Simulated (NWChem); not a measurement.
**C3H6O2 (methyl acetate) at 6 levels**

Aim: a comparison of 6 runs (BHLYP/6-31G*, B2PLYP/6-31G*, B3LYP/6-31G*, M06-2X/6-31G*, M06-L/6-31G*, PBE0/6-31G*) of C3H6O2 (methyl acetate). 

Program for the calculation: NWChem 7.3.0.

## (1) The structure to begin with

C3H6O2 has 11 atoms, charge 0, and is taken as a singlet. SMILES: `COC(C)=O`. The C1–H6 distance was set to 1.964 Å, away from the relaxed value. At this shape a bond of the SMILES string is far longer than usual.

Bond lengths: C1–O2 1.423 Å, O2–C3 1.341 Å, C3–C4 1.498 Å, C3–O5 1.201 Å, C1–H7 1.091 Å, C1–H8 1.088 Å, C4–H9 1.092 Å, C4–H10 1.087 Å, C4–H11 1.092 Å. Some angles: C1–O2–C3 115.2°, O2–C3–C4 111.1°, O2–C3–O5 123.3°, C4–C3–O5 125.6°, O2–C1–H7 110.7°, O2–C1–H8 105.9°, C3–C4–H9 109.9°, C3–C4–H10 109.5°, C3–C4–H11 109.9°, H7–C1–H8 110.5°.

## (2) A single-point energy at BHLYP/6-31G(d) (spherical functions) (run 1)

The input, c3h6o2.nw:

```
start c3h6o2
title "C3H6O2 BHLYP"
memory total 2200 mb

geometry noautosym nocenter noautoz
  C    -1.866123    0.414695    0.066136
  O    -1.070223   -0.747705   -0.138064
  C     0.099877   -0.537205   -0.758964
  C     0.859277   -1.817305   -0.923864
  O     0.466977    0.546495   -1.124164
  H    -0.908700    1.724200    1.172600
  H    -2.118523    0.880595   -0.887464
  H    -2.766223    0.073995    0.573036
  H     1.051477   -2.263305    0.053736
  H     1.798077   -1.619605   -1.434564
  H     0.264277   -2.531805   -1.495664
end

basis "ao basis" spherical bse
  C library 6-31G*
  O library 6-31G*
  H library 6-31G*
end

dft
  xc bhlyp
  grid xfine
  convergence energy 1e-08
  maxiter 100
  mulliken
  print low
end

task dft energy
```

Command:

```bash
nwchem c3h6o2.nw > c3h6o2.out
```

Standard output:

```text
[...]
 d= 0,ls=0.0,diis     1   -267.9587099422 -4.48D+02  1.53D-02  1.11D+00     4.8
[...]
 d= 0,ls=0.0,diis    11   -268.0952113141 -4.10D-09  3.14D-07  1.41D-09    47.0
         Total DFT energy =     -268.095211314056
      One electron energy =     -721.218059870749
           Coulomb energy =      308.479925271961
    Exchange-Corr. energy =      -35.406679859070
 Nuclear repulsion energy =      180.049603143803
[...]
      Total Density - Mulliken Population Analysis
     ---------------------------------------------
    Atom       Charge   Shell Charges
 -----------   ------   -------------------------------------------------------
    1 C    6     6.09   2.00  0.68  1.85  0.63  0.87  0.06
    2 O    8     8.49   2.00  0.91  2.91  0.94  1.70  0.03
    3 C    6     5.35   2.00  0.70  1.90  0.26  0.36  0.14
    4 C    6     6.56   2.00  0.67  2.15  0.66  1.05  0.04
    5 O    8     8.47   2.00  0.92  2.87  0.95  1.70  0.03
    6 H    1     1.03   0.33  0.70
    7 H    1     0.80   0.52  0.28
    8 H    1     0.81   0.53  0.28
    9 H    1     0.80   0.52  0.28
   10 H    1     0.80   0.52  0.28
[...]
```

It took 48 s on 1 thread of Intel Xeon Platinum 8488C (Sapphire Rapids), shared host; peak memory 0.15 GiB.

## (3) The energy at B2PLYP/6-31G(d) (spherical functions) (run 2)

The input, run.nw:

```
START run
memory total 2200 mb
GEOMETRY noautosym nocenter noautoz
C     -1.866123     0.414695     0.066136
O     -1.070223    -0.747705    -0.138064
C      0.099877    -0.537205    -0.758964
C      0.859277    -1.817305    -0.923864
O      0.466977     0.546495    -1.124164
H     -0.908700     1.724200     1.172600
H     -2.118523     0.880595    -0.887464
H     -2.766223     0.073995     0.573036
H      1.051477    -2.263305     0.053736
H      1.798077    -1.619605    -1.434564
H      0.264277    -2.531805    -1.495664
END
BASIS spherical bse
* library 6-31G*
END
DFT
xc hfexch 0.53 becke88 0.47 lyp 0.73 mp2 0.27
dftmp2 semidirect
mult 1
grid xfine
convergence energy 1e-08
iterations 100
mulliken
END
MP2
freeze core 5
END
TASK dft energy
```

Command:

```bash
nwchem run.nw > run.out
```

Standard output:

```text
[...]
          Wavefunction type:  closed shell.
          No. of atoms     :    11
          No. of electrons :    40
[...]
          Charge           :     0
          Spin multiplicity:     1
[...]
          AO basis - number of functions:    82
[...]
              XC Information
              --------------
                     Hartree-Fock (Exact) Exchange  0.530
                    Becke 1988 Exchange Functional  0.470
              Lee-Yang-Parr Correlation Functional  0.730
[...]
 d= 0,ls=0.0,diis     1   -267.5912589639 -4.48D+02  1.48D-02  1.10D+00     4.3
[...]
 d= 0,ls=0.0,diis    11   -267.7260183183 -4.69D-09  3.25D-07  1.52D-09    43.6
         Total DFT energy =     -267.726018318276
      One electron energy =     -721.100313216908
           Coulomb energy =      308.355500429833
    Exchange-Corr. energy =      -35.030808675004
 Nuclear repulsion energy =      180.049603143803
[...]
      Total Density - Mulliken Population Analysis
     ---------------------------------------------
    Atom       Charge   Shell Charges
 -----------   ------   -------------------------------------------------------
    1 C    6     6.08   2.00  0.68  1.84  0.63  0.87  0.06
    2 O    8     8.50   2.00  0.91  2.91  0.95  1.71  0.03
    3 C    6     5.34   2.00  0.70  1.89  0.26  0.35  0.14
    4 C    6     6.55   2.00  0.66  2.14  0.66  1.05  0.04
    5 O    8     8.47   2.00  0.92  2.86  0.95  1.71  0.03
    6 H    1     1.04   0.33  0.70
    7 H    1     0.80   0.52  0.28
    8 H    1     0.81   0.53  0.28
    9 H    1     0.80   0.52  0.28
   10 H    1     0.80   0.52  0.28
[...]
  Basis functions       =     82
[...]
```

It took 47 s on 1 thread of Intel Xeon Platinum 8488C (Sapphire Rapids), shared host; peak memory 0.24 GiB.

Runs 3 to 5 aren't shown in full; the table further down has their settings and results.

## (4) The energy at PBE0/6-31G(d) (spherical functions) (run 6)

The input, c3h6o2.xyz:

```xyz
11
C3H6O2 PBE0
C     -1.866123     0.414695     0.066136
O     -1.070223    -0.747705    -0.138064
C      0.099877    -0.537205    -0.758964
C      0.859277    -1.817305    -0.923864
O      0.466977     0.546495    -1.124164
H     -0.908700     1.724200     1.172600
H     -2.118523     0.880595    -0.887464
H     -2.766223     0.073995     0.573036
H      1.051477    -2.263305     0.053736
H      1.798077    -1.619605    -1.434564
H      0.264277    -2.531805    -1.495664
```

The input, c3h6o2.nw:

```
start c3h6o2
title "C3H6O2 PBE0"
memory total 2200 mb
charge 0
geometry noautosym nocenter noautoz
  load format xyz c3h6o2.xyz
end
basis spherical bse
  * library 6-31G*
end
dft
  xc pbe0
  grid xfine
  convergence energy 1e-08
  iterations 100
  mulliken
  print medium
end
task dft energy
```

Command:

```bash
nwchem c3h6o2.nw > c3h6o2.out
```

Standard output:

```text
[...]
          Wavefunction type:  closed shell.
          No. of atoms     :    11
          No. of electrons :    40
[...]
          Charge           :     0
          Spin multiplicity:     1
[...]
          AO basis - number of functions:    82
[...]
              XC Information
              --------------
                         PBE0 Method XC Functional
                     Hartree-Fock (Exact) Exchange  0.250
          PerdewBurkeErnzerhof Exchange Functional  0.750
            Perdew 1991 LDA Correlation Functional  1.000 local
           PerdewBurkeErnz. Correlation Functional  1.000 non-local
[...]
 d= 0,ls=0.0,diis     1   -267.8062686951 -4.48D+02  2.05D-02  1.24D+00     4.4
[...]
 d= 0,ls=0.0,diis    10   -267.9531386734 -6.87D-09  1.34D-06  2.04D-08    38.5
         Total DFT energy =     -267.953138673443
      One electron energy =     -721.275366054497
           Coulomb energy =      308.510291473533
    Exchange-Corr. energy =      -35.237667236282
 Nuclear repulsion energy =      180.049603143803
[...]
      Total Density - Mulliken Population Analysis
     ---------------------------------------------
    Atom       Charge   Shell Charges
 -----------   ------   -------------------------------------------------------
    1 C    6     6.15   2.00  0.68  1.87  0.65  0.90  0.05
    2 O    8     8.43   2.00  0.91  2.90  0.94  1.65  0.03
    3 C    6     5.40   2.00  0.70  1.93  0.26  0.38  0.13
    4 C    6     6.62   2.00  0.66  2.15  0.69  1.09  0.03
    5 O    8     8.43   2.00  0.92  2.86  0.96  1.67  0.03
    6 H    1     1.02   0.34  0.68
    7 H    1     0.79   0.52  0.27
    8 H    1     0.80   0.53  0.28
    9 H    1     0.78   0.51  0.27
   10 H    1     0.78   0.52  0.27
[...]
```

Wall time 39 s (1 thread of Intel Xeon Platinum 8488C (Sapphire Rapids), shared host); peak memory 0.15 GiB.

## (5) The series

```
run                                level  frozen core orbitals  energy (Eh)  wall time
  1   BHLYP/6-31G* (spherical functions)                     –  -268.095211       48 s
  2  B2PLYP/6-31G* (spherical functions)                     5  -267.977156       47 s
  3   B3LYP/6-31G* (spherical functions)                     –  -268.259807       48 s
  4  M06-2X/6-31G* (spherical functions)                     –  -268.133526       70 s
  5   M06-L/6-31G* (spherical functions)                     –  -268.225311       75 s
  6    PBE0/6-31G* (spherical functions)                     –  -267.953139       39 s
```

## (6) Results

| quantity | value |
| --- | --- |
| run 6: total energy | -267.95314 Eh |
| run 6: dipole moment | 2.36 D |
| run 6: HOMO energy | -7.53 eV |
| run 6: LUMO energy | -1.48 eV |
| run 6: HOMO–LUMO gap | 6.05 eV |

Over runs 2, 3, 4, 5, 6 the dipole moment (its size) runs from 2.29 D (M06-2X/6-31G*) to 2.50 D (B2PLYP/6-31G*). A double hybrid's value is that of its SCF part. Over runs 2, 5, 6 the HOMO–LUMO gap runs from 4.07 eV (M06-L/6-31G*) to 8.42 eV (B2PLYP/6-31G*). Totals of different functionals can't be ranked against each other. In runs 1, 2, 3, 4, 5, 6 a closed-shell determinant meets a far-stretched bond, which it describes badly. All runs together took 5.4 min, the longest 75 s.
